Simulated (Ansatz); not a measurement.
# Silver, fcc: convergence with the k-point mesh

Computed with Ansatz, PBE, scalar-relativistic PAW, on the relaxed cell (a = 4.147 Å; spin not included). Errors count from a run at 420 eV on a Γ-centred 21×21×21 mesh with Fermi-Dirac smearing of 0.1 eV, extrapolated to zero width. Fixed here: cutoff 420 eV, Fermi-Dirac width 0.1 eV. The SCF starts from atomic densities corrected by a trained network.

```
  k-mesh  E(σ→0) error (meV/atom)  P (GPa)  SCF iterations
   2×2×2                   1890.2    19.94               6
   3×3×3                   -318.4    -2.94               6
   5×5×5                   -120.0    -0.81               6
   6×6×6                     61.2     0.87               6
   8×8×8                     24.6     0.58               6
11×11×11                     -4.2    -0.04               6
14×14×14                     -1.8     0.11               6
19×19×19                      0.5     0.10               6
```

Within 5 meV/atom of the last row: from 11×11×11 on.
